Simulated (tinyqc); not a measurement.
Inside a calculation. Method: RHF in the sto-6g basis, for H2O, spin multiplicity 1. One step of it, computed by the program tinyqc.

Problem. Iteration 2: building the Fock matrix. J_ij = sum D_kl (ij|kl), K_ij = sum D_kl (ik|jl); F = H + J - 0.5 K; E = tr D H + tr D J / 2 - 0.25 tr D K + E_nn.

D after iteration 1:
```
            1O 1s      1O 2s     1O 2px     1O 2py     1O 2pz      2H 1s      3H 1s
1O 1s    2.120087  -0.534159   0.041293   0.008078  -0.000575   0.046945   0.049863
1O 2s   -0.534159   2.378295  -0.364988  -0.042108  -0.082875  -0.293852  -0.208628
1O 2px   0.041293  -0.364988   1.719289  -0.200820  -0.357597   0.741637   0.239662
1O 2py   0.008078  -0.042108  -0.200820   1.822511  -0.019776   0.180506  -0.094167
1O 2pz  -0.000575  -0.082875  -0.357597  -0.019776   1.708693   0.100422   0.267083
2H 1s    0.046945  -0.293852   0.741637   0.180506   0.100422   0.406410   0.149993
3H 1s    0.049863  -0.208628   0.239662  -0.094167   0.267083   0.149993   0.103967
```

core Hamiltonian H = T + V (hartree):
```
             1O 1s      1O 2s     1O 2px     1O 2py     1O 2pz      2H 1s      3H 1s
1O 1s   -32.897922  -7.270777   0.000000  -0.000708  -0.017218  -1.342566  -1.217159
1O 2s    -7.270777  -9.118940   0.000000  -0.007342  -0.198737  -3.051483  -2.837211
1O 2px    0.000000   0.000000  -7.368870   0.000000   0.000000   0.000000   0.000000
1O 2py   -0.000708  -0.007342   0.000000  -7.465878  -0.004423  -1.603374   1.512261
1O 2pz   -0.017218  -0.198737   0.000000  -0.004423  -7.454782  -1.570407  -1.483147
2H 1s    -1.342566  -3.051483   0.000000  -1.603374  -1.570407  -4.653659  -1.291044
3H 1s    -1.217159  -2.837211   0.000000   1.512261  -1.483147  -1.291044  -4.520851
```

Two-electron integrals (ij|kl) in chemists' order, unique and non-zero (hartree):
```
(11|11) 4.787491    (21|11) 0.675884    (21|21) 0.121505    (22|11) 1.117379
(22|21) 0.249212    (22|22) 0.817383    (31|31) 0.025762    (32|31) 0.039145
(32|32) 0.180664    (33|11) 1.117381    (33|21) 0.249212    (33|22) 0.817382
(33|33) 0.880663    (41|41) 0.025762    (42|41) 0.039145    (42|42) 0.180664
(43|43) 0.047461    (44|11) 1.117381    (44|21) 0.249212    (44|22) 0.817382
(44|33) 0.785741    (44|44) 0.880663    (51|51) 0.025762    (52|51) 0.039145
(52|52) 0.180664    (53|53) 0.047461    (54|54) 0.047461    (55|11) 1.117381
(55|21) 0.249212    (55|22) 0.817382    (55|33) 0.785741    (55|44) 0.785741
(55|55) 0.880663    (61|11) 0.132042    (61|21) 0.022758    (61|22) 0.045676
(61|33) 0.045578    (61|41) 0.000812    (61|42) 0.001589    (61|44) 0.045734
(61|51) 0.000764    (61|52) 0.001495    (61|54) 0.000146    (61|55) 0.045716
(61|61) 0.004345    (62|11) 0.328969    (62|21) 0.074437    (62|22) 0.271323
(62|33) 0.266762    (62|41) 0.004349    (62|42) 0.032452    (62|44) 0.274018
(62|51) 0.004093    (62|52) 0.030543    (62|54) 0.006829    (62|55) 0.273189
(62|61) 0.014026    (62|62) 0.113307    (63|31) 0.008164    (63|32) 0.046309
(63|43) 0.006654    (63|53) 0.006263    (63|63) 0.015788    (64|11) 0.175762
(64|21) 0.040325    (64|22) 0.156757    (64|33) 0.149755    (64|41) 0.010211
(64|42) 0.063890    (64|44) 0.167144    (64|51) 0.001927    (64|52) 0.016547
(64|54) 0.010103    (64|55) 0.153370    (64|61) 0.007935    (64|62) 0.079581
(64|64) 0.071041    (65|11) 0.165423    (65|21) 0.037953    (65|22) 0.147536
(65|33) 0.140946    (65|41) 0.001927    (65|42) 0.016547    (65|44) 0.144786
(65|51) 0.009977    (65|52) 0.061883    (65|54) 0.010269    (65|55) 0.156874
(65|61) 0.007468    (65|62) 0.074899    (65|64) 0.052003    (65|65) 0.064732
(66|11) 0.481040    (66|21) 0.110872    (66|22) 0.463023    (66|33) 0.444794
(66|41) 0.008190    (66|42) 0.084197    (66|44) 0.473793    (66|51) 0.007708
(66|52) 0.079244    (66|54) 0.027293    (66|55) 0.470481    (66|61) 0.021091
(66|62) 0.248169    (66|64) 0.198830    (66|65) 0.187134    (66|66) 0.774999
(71|11) 0.119628    (71|21) 0.020623    (71|22) 0.041407    (71|33) 0.041318
(71|41) -0.000737   (71|42) -0.001443   (71|44) 0.041459    (71|51) 0.000693
(71|52) 0.001358    (71|54) -0.000132   (71|55) 0.041443    (71|61) 0.003886
(71|62) 0.012345    (71|64) 0.006371    (71|65) 0.006577    (71|66) 0.018374
(71|71) 0.003568    (72|11) 0.304718    (72|21) 0.068981    (72|22) 0.252269
(72|33) 0.247988    (72|41) -0.004037   (72|42) -0.030408   (72|44) 0.254798
(72|51) 0.003798    (72|52) 0.028613    (72|54) -0.006408   (72|55) 0.254018
(72|61) 0.012619    (72|62) 0.086857    (72|64) 0.041914    (72|65) 0.056082
(72|66) 0.157505    (72|71) 0.011785    (72|72) 0.098954    (73|31) 0.007478
(73|32) 0.042709    (73|43) -0.006203   (73|53) 0.005836    (73|63) 0.011678
(73|73) 0.013607    (74|11) -0.165115   (74|21) -0.037892   (74|22) -0.147760
(74|33) -0.141214   (74|41) 0.009391    (74|42) 0.059305    (74|44) -0.157455
(74|51) -0.001800   (74|52) -0.015617   (74|54) 0.009445    (74|55) -0.144610
(74|61) -0.006612   (74|62) -0.042749   (74|64) -0.009427   (74|65) -0.026979
(74|66) -0.069209   (74|71) -0.006753   (74|72) -0.070446   (74|74) 0.063154
(75|11) 0.155366    (75|21) 0.035655    (75|22) 0.139036    (75|33) 0.132877
(75|41) -0.001800   (75|42) -0.015617   (75|44) 0.136486    (75|51) 0.009172
(75|52) 0.057403    (75|54) -0.009599   (75|55) 0.147745    (75|61) 0.006807
(75|62) 0.056596    (75|64) 0.026755    (75|65) 0.047616    (75|66) 0.112392
(75|71) 0.006354    (75|72) 0.066287    (75|74) -0.046622   (75|75) 0.057476
(76|11) 0.126225    (76|21) 0.028912    (76|22) 0.115643    (76|33) 0.112677
(76|41) -0.000021   (76|42) -0.000241   (76|44) 0.114516    (76|51) 0.002410
(76|52) 0.021962    (76|54) -0.000068   (76|55) 0.119735    (76|61) 0.005405
(76|62) 0.049530    (76|64) 0.029902    (76|65) 0.036847    (76|66) 0.116472
(76|71) 0.004903    (76|72) 0.046649    (76|74) -0.028796   (76|75) 0.035088
(76|76) 0.027740    (77|11) 0.464517    (77|21) 0.107110    (77|22) 0.449362
(77|33) 0.431949    (77|41) -0.007732   (77|42) -0.080781   (77|44) 0.459655
(77|51) 0.007275    (77|52) 0.076011    (77|54) -0.026070   (77|55) 0.456480
(77|61) 0.019580    (77|62) 0.164404    (77|64) 0.070990    (77|65) 0.116070
(77|66) 0.326960    (77|71) 0.018459    (77|72) 0.228905    (77|74) -0.185739
(77|75) 0.174773    (77|76) 0.116472    (77|77) 0.774999
```

nuclear repulsion = 8.06614652 hartree

Give: Coulomb J; exchange K; Fock matrix F; total energy of this density.

Solution.

Coulomb J (hartree):
```
          1O 1s    1O 2s   1O 2px   1O 2py   1O 2pz    2H 1s    3H 1s
1O 1s   18.1484   3.2492  -0.0108   0.0001   0.0022   0.6125   0.5551
1O 2s    3.2492   8.5399  -0.0395   0.0117   0.0391   2.7946   2.5820
1O 2px  -0.0108  -0.0395   8.5230  -0.0122  -0.0219  -0.0113  -0.0084
1O 2py   0.0001   0.0117  -0.0122   8.5530   0.0039   1.6046  -1.4889
1O 2pz   0.0022   0.0391  -0.0219   0.0039   8.5439   1.5187   1.4172
2H 1s    0.6125   2.7946  -0.0113   1.6046   1.5187   4.7721   1.1777
3H 1s    0.5551   2.5820  -0.0084  -1.4889   1.4172   1.1777   4.5318
```

exchange K (hartree):
```
          1O 1s    1O 2s   1O 2px   1O 2py   1O 2pz   2H 1s    3H 1s
1O 1s    9.8587   1.5580  -0.0065   0.0005  -0.0029  0.3175   0.2916
1O 2s    1.5580   2.7543  -0.0505  -0.0053   0.0111  0.9032   0.8201
1O 2px  -0.0065  -0.0505   2.0999  -0.0867  -0.1555  0.1753   0.0749
1O 2py   0.0005  -0.0053  -0.0867   2.2795  -0.0140  0.5129  -0.4278
1O 2pz  -0.0029   0.0111  -0.1555  -0.0140   2.2194  0.4883   0.4849
2H 1s    0.3175   0.9032   0.1753   0.5129   0.4883  0.8221   0.3308
3H 1s    0.2916   0.8201   0.0749  -0.4278   0.4849  0.3308   0.5948
```

Fock matrix F (hartree):
```
           1O 1s    1O 2s   1O 2px   1O 2py   1O 2pz    2H 1s    3H 1s
1O 1s   -19.6789  -4.8006  -0.0075  -0.0008  -0.0136  -0.8889  -0.8079
1O 2s    -4.8006  -1.9562  -0.0142   0.0070  -0.1652  -0.7084  -0.6653
1O 2px   -0.0075  -0.0142   0.1041   0.0312   0.0559  -0.0989  -0.0459
1O 2py   -0.0008   0.0070   0.0312  -0.0527   0.0065  -0.2552   0.2372
1O 2pz   -0.0136  -0.1652   0.0559   0.0065  -0.0206  -0.2959  -0.3084
2H 1s    -0.8889  -0.7084  -0.0989  -0.2552  -0.2959  -0.2926  -0.2788
3H 1s    -0.8079  -0.6653  -0.0459   0.2372  -0.3084  -0.2788  -0.2865
```

total energy of this density = -74.974743 hartree
